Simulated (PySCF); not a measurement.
Gas-phase reaction: BH₂Cl + 4 Cl ⇌ BCl₃ + 2 HCl

Energies from PySCF (xtb for GFN2), thermal terms from the rigid-rotor harmonic-oscillator model, ideal gas at 1 bar. † marks an energy on the PBE0/def2-TZVP geometry and frequencies; other levels use their own. MP2 and CCSD(T) freeze the core. Open shells (unrestricted): Cl (multiplicity 2); the rest are closed-shell singlets. GFN2 has no spin-polarisation term. Spin-orbit splitting is ignored; it lowers the true energy and changes the entropy of Cl. BH₂Cl: computed as isolated molecules; such fragments, hydroxides, amides, oligomers or adducts are transient or little studied in the gas. MP2 isn't extrapolated to the basis-set limit. CCSD(T) isn't extrapolated to the basis-set limit.

```csv
level,"ΔH°(298 K), kJ"
CCSD(T)/def2-TZVPP†,-966
GFN2-xTB,-843
HF/def2-TZVP†,-663
MP2/def2-SVP†,…
PBE/def2-TZVP†,…
```

### Question
What belongs in the gaps?

### Answer

- MP2/def2-SVP†, ΔH°(298 K), kJ: -967
- PBE/def2-TZVP†, ΔH°(298 K), kJ: -1033
